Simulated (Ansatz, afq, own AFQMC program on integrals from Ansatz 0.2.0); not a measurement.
**Where AFQMC and coupled cluster stand for CH3N, singlet**

```xyz
5

C    -0.0342   -0.3828    0.0369
N     0.6306    0.6593   -0.2285
H    -1.0973   -0.4032    0.3450
H     0.4576   -1.3670   -0.0355
H     0.0434    1.4937   -0.1179
```

Connectivity, by distances: CH2–NH.

Basis def2-TZVP. Noble-gas cores (and the filled d shells of Ga–Kr and In–Xe) are frozen. Ansatz 0.2.0 and our own AFQMC program on the same integrals; the CISD trial comes from CCSD amplitudes, and released means the phaseless constraint is let go. Error bars are statistical, one sigma.

Determinant: RHF, the one that the program's search chose, which needn't be the lowest solution. The geometry is a PBE0/def2-SVP stationary point of this or a neighbouring charge and spin state.

No full CI on the walks' own integrals is used here; CCSDT(Q) serves as the reference and is uncertain by about the last step of the cluster series.

Cautions: the released energies move by 1.5 errors or more from one time to the next, so no released level is given (meV from the phaseless value at times in 1/Eh: -6 ± 5 at 0.24, -7 ± 4 at 0.51, -8 ± 5 at 0.99, 3 ± 6 at 1.62, -15 ± 6 at 2.40), though the last usable value meets CCSDT(Q) within the noise.

- T1 diagnostic: 0.0121
- weight of the determinant in the CISD state: 0.877
- size of the correlated space: 12 electrons in 78 orbitals

| level | correlation energy (eV) |
| --- | --- |
| MP2 | -9.8494 |
| CCSD | -10.3589 |
| CCSD(T) | -10.7961 |

Task: Estimate where phaseless AFQMC with a CISD trial lies against CCSD(T) on the same integrals.

Result: 0.89 ± 0.21 mEh below CCSD(T).

Reference: CCSDT(Q), correlation energy -10.830 eV.

```
        level  E − E(reference) (mEh)  share of correlation (%)
      CCSD(T)                    1.23                     99.69
        CCSDT                    0.96                     99.76
ph-AFQMC/CISD             0.34 ± 0.21                     99.92
```
